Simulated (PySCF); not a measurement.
**One shape, several levels: [NH4]+ (ammonium)**

Wanted: a comparison of 6 runs (B3LYP/STO-3G, PBE/STO-3G, PBE0/STO-3G, MP2/STO-3G, BCCD(T)/STO-3G, QCISD(T)/STO-3G) of [NH4]+ (ammonium). The job is set up through a Python script.

The calculation is run with PySCF 2.14.0.

16 further runs of the same task are left out: 4 that didn't finish, 12 set aside as unsound or not needed.

### Step 1. The molecule

The species is [NH4]+ (5 atoms), meant as a singlet with charge +1. As SMILES, `[NH4+]`. The N1–H4 distance was set to 1.544 Å, away from the relaxed value. At this shape a bond of the SMILES string is far longer than usual.

Bond lengths: N1–H2 1.030 Å, N1–H3 1.029 Å, N1–H5 1.030 Å. Angles: H2–N1–H3 109.5°, H2–N1–H5 109.5°, H3–N1–H5 109.4°.

### Step 2. The energy at B3LYP/STO-3G (run 1)

Contents of run.py:

```python
from pyscf import gto, dft

mol = gto.M(
    atom='''
N     -0.022526     0.602365     0.763648
H      0.838793    -0.249467     2.286125
H     -1.870640     1.013362     1.210681
H      0.045505    -1.204417    -1.527314
H      0.918180     2.247240     0.321527
''',
    basis='sto-3g',
    max_memory=1860,
    charge=1,
    unit='bohr',
    verbose=3,
    spin=0,
)

mf = dft.RKS(mol, xc='b3lyp')
mf.conv_tol = 1e-10
mf.grids.level = 5
mf.kernel()
if not mf.converged:
    mf = mf.newton().run(mf.mo_coeff, mf.mo_occ)

energy = mf.e_tot
print(f'total energy: {energy:.8f} hartree')
```

Launch:

```sh
$ OMP_NUM_THREADS=1 python run.py
```

What it wrote:

```text
converged SCF energy = -56.1124543423484
total energy: -56.11245434 hartree
```

Wall time 1.5 s (1 thread of Arm Neoverse V2, shared host); peak memory 0.16 GiB.

### Step 3. A single-point energy at PBE/STO-3G (run 2)

Contents of job.py:

```python
from pyscf import gto, dft

mol = gto.M(
    atom=[
    ('N', (-0.011920, 0.318758, 0.404105)),
    ('H', (0.443870, -0.132012, 1.209765)),
    ('H', (-0.989900, 0.536248, 0.640665)),
    ('H', (0.024080, -0.637350, -0.808220)),
    ('H', (0.485880, 1.189188, 0.170145)),
],
    charge=1,
    verbose=3,
    max_memory=1860,
    basis='sto-3g',
)

myscf = dft.RKS(mol, xc='pbe')
myscf.grids.level = 5
myscf.conv_tol = 1e-10
myscf.kernel()
if not myscf.converged:
    myscf = myscf.newton().run(myscf.mo_coeff, myscf.mo_occ)

etot = myscf.e_tot
print('Final energy', etot)
```

Launch:

```sh
$ OMP_NUM_THREADS=1 python job.py
```

What it wrote:

```text
converged SCF energy = -56.0437595188036
Final energy -56.04375951880361
```

Wall time 1.3 s (1 thread of Arm Neoverse V2, shared host); peak memory 0.15 GiB.

Runs 3 to 5 aren't shown in full; the table further down has their settings and results.

### Step 4. A single-point energy at QCISD(T)/STO-3G (run 6)

Contents of job.py:

```python
from pyscf import gto, cc

mol = gto.M(
    atom='''
N       -0.011920       0.318758       0.404105
H        0.443870      -0.132012       1.209765
H       -0.989900       0.536248       0.640665
H        0.024080      -0.637350      -0.808220
H        0.485880       1.189188       0.170145
''',
    charge=1,
    spin=0,
    max_memory=1860,
    basis='sto-3g',
    verbose=4,
)

myscf = mol.RHF()
myscf.conv_tol = 1e-10
myscf.kernel()
if not myscf.converged:
    myscf = myscf.newton().run(myscf.mo_coeff, myscf.mo_occ)

mycc = cc.QCISD(myscf, frozen=1)
mycc.kernel()
e_t = mycc.qcisd_t()
e_final = mycc.e_tot + e_t
print('E(%s) = %.9f' % ('QCISD(T)', e_final))
```

Launch:

```sh
$ OMP_NUM_THREADS=1 python job.py
```

What it wrote:

```text
PySCF version 2.14.0

[INPUT] num. atoms = 5
[INPUT] num. electrons = 10
[INPUT] charge = 1
[INPUT] spin (= nelec alpha-beta = 2S) = 0
[INPUT] symmetry False subgroup None
[INPUT] Mole.unit = angstrom
[INPUT] Symbol           X                Y                Z      unit          X                Y                Z       unit  Magmom
[INPUT]  1 N     -0.011920000000   0.318758000000   0.404105000000 AA   -0.022525535405   0.602365320014   0.763647775567 Bohr   0.0
[INPUT]  2 H      0.443870000000  -0.132012000000   1.209765000000 AA    0.838792734911  -0.249466525156   2.286124525084 Bohr   0.0
[INPUT]  3 H     -0.989900000000   0.536248000000   0.640665000000 AA   -1.870639890707   1.013361854846   1.210681387594 Bohr   0.0
[INPUT]  4 H      0.024080000000  -0.637350000000  -0.808220000000 AA    0.045504605080  -1.204416945492  -1.527314448396 Bohr   0.0
[INPUT]  5 H      0.485880000000   1.189188000000   0.170145000000 AA    0.918180129404   2.247239630619   0.321527451464 Bohr   0.0

nuclear repulsion = 14.8844521307332
number of shells = 7
number of NR pGTOs = 27
number of NR cGTOs = 9
basis = sto-3g
ecp = {}

******** <class 'pyscf.scf.hf.RHF'> ********
method = RHF
initial guess = minao
damping factor = 0
level_shift factor = 0
DIIS = <class 'pyscf.scf.diis.CDIIS'>
diis_start_cycle = 1
diis_space = 8
diis_damp = 0
SCF conv_tol = 1e-10
SCF conv_tol_grad = None
SCF max_cycles = 50
direct_scf = True
direct_scf_tol = 1e-13
Set gradient conv threshold to 1e-05
Initial guess from minao.
init E= -55.7029989225049
  HOMO = -0.398459357393745  LUMO = 0.114384736209571  gap/eV = 13.95520
cycle= 1 E= -55.7480231709384  delta_E= -0.045  |g|= 0.142  |ddm|= 2.16
  HOMO = -0.847122666751013  LUMO = -0.0930034962793292  gap/eV = 20.52063
cycle= 2 E= -55.7533209061218  delta_E= -0.0053  |g|= 0.0542  |ddm|= 0.224
  HOMO = -0.82059716561883  LUMO = -0.0820192696583246  gap/eV = 20.09773
cycle= 3 E= -55.7542307589802  delta_E= -0.00091  |g|= 0.00273  |ddm|= 0.0643
  HOMO = -0.821472753864809  LUMO = -0.0818478718302311  gap/eV = 20.12622
cycle= 4 E= -55.7542345078369  delta_E= -3.75e-06  |g|= 0.000449  |ddm|= 0.0048
  HOMO = -0.821486164118867  LUMO = -0.0817638127966397  gap/eV = 20.12887
cycle= 5 E= -55.7542346227075  delta_E= -1.15e-07  |g|= 3.9e-05  |ddm|= 0.00109
  HOMO = -0.821481123422721  LUMO = -0.0817483621007407  gap/eV = 20.12915
cycle= 6 E= -55.7542346236223  delta_E= -9.15e-10  |g|= 1.61e-06  |ddm|= 0.00011
  HOMO = -0.821480701557948  LUMO = -0.0817494538306798  gap/eV = 20.12911
cycle= 7 E= -55.7542346236239  delta_E= -1.66e-12  |g|= 3.38e-07  |ddm|= 3.17e-06
  HOMO = -0.821480859323959  LUMO = -0.0817495565374219  gap/eV = 20.12911
Extra cycle  E= -55.754234623624  delta_E= -5.68e-14  |g|= 9.64e-08  |ddm|= 5.27e-07
converged SCF energy = -55.754234623624

******** <class 'pyscf.cc.qcisd.QCISD'> ********
QCISD nocc = 4, nmo = 8
frozen orbitals 1
max_cycle = 50
direct = 0
conv_tol = 1e-07
conv_tol_normt = 1e-05
diis_space = 6
diis_start_cycle = 0
diis_start_energy_diff = 1e+09
Init t2, MP2 energy = -55.8336983610053  E_corr(MP2) -0.0794637373812687
Init E_corr(QCISD) = -0.0794637373812733
cycle = 1  E_corr(QCISD) = -0.0951715880781451  dE = -0.0157078507  norm(t1,t2) = 0.0545185
cycle = 2  E_corr(QCISD) = -0.101721345836025  dE = -0.00654975776  norm(t1,t2) = 0.0253144
cycle = 3  E_corr(QCISD) = -0.10720171755474  dE = -0.00548037172  norm(t1,t2) = 0.0125243
cycle = 4  E_corr(QCISD) = -0.107134278721308  dE = 6.74388334e-05  norm(t1,t2) = 0.00124557
cycle = 5  E_corr(QCISD) = -0.107140443493852  dE = -6.16477254e-06  norm(t1,t2) = 0.000190021
cycle = 6  E_corr(QCISD) = -0.107148577138111  dE = -8.13364426e-06  norm(t1,t2) = 5.44273e-05
cycle = 7  E_corr(QCISD) = -0.107150240569794  dE = -1.66343168e-06  norm(t1,t2) = 1.46966e-05
cycle = 8  E_corr(QCISD) = -0.107150794740608  dE = -5.54170814e-07  norm(t1,t2) = 1.85328e-06
cycle = 9  E_corr(QCISD) = -0.107150861829611  dE = -6.70890022e-08  norm(t1,t2) = 4.1784e-07
QCISD converged
E(QCISD) = -55.8613854854536  E_corr = -0.1071508618296107
QCISD(T) correction = -0.000335268012546805
E(QCISD(T)) = -55.861720753
```

It took 0.73 s on 1 thread of Arm Neoverse V2, shared host; peak memory 0.12 GiB.

### Step 5. The series

| run | level | integration grid | frozen core orbitals | energy (Eh) | HOMO energy (eV) | LUMO energy (eV) | HOMO–LUMO gap (eV) | wall time |
| --- | --- | --- | --- | --- | --- | --- | --- | --- |
| 1 | B3LYP/STO-3G | 5 | – | -56.112454 | -18.72 | -7.64 | 11.08 | 1.5 s |
| 2 | PBE/STO-3G | 5 | – | -56.043760 | -17.53 | -8.62 | 8.91 | 1.3 s |
| 3 | PBE0/STO-3G | 5 | – | -56.051346 | -18.96 | -7.20 | 11.76 | 1.4 s |
| 4 | MP2/STO-3G | – | 1 | -55.833698 | -22.35 | -2.22 | 20.13 | 0.65 s |
| 5 | BCCD(T)/STO-3G | – | 1 | -55.861515 | – | – | – | 0.81 s |
| 6 | QCISD(T)/STO-3G | – | 1 | -55.861721 | -22.35 | -2.22 | 20.13 | 0.73 s |

### Step 6. Results

| quantity | value |
| --- | --- |
| run 6: total energy | -55.86172 Eh |
| run 6: HOMO energy (Hartree–Fock orbitals) | -22.35 eV |
| run 6: LUMO energy (Hartree–Fock orbitals) | -2.22 eV |
| run 6: HOMO–LUMO gap (Hartree–Fock orbitals) | 20.13 eV |
| run 6: correlation energy (1 core orbital frozen) | -107.5 mEh |
| run 6: (T) correction | -0.34 mEh |
| run 6: T1 diagnostic | 0.019 |

What this shows: Over runs 1, 2, 3 the HOMO–LUMO gap runs from 8.91 eV (PBE/STO-3G) to 11.76 eV (PBE0/STO-3G). Totals of different functionals can't be ranked against each other. In runs 1, 2, 3, 4, 5, 6 the basis is minimal, so the values are rough. All runs together took 6.3 s, the longest 1.5 s.
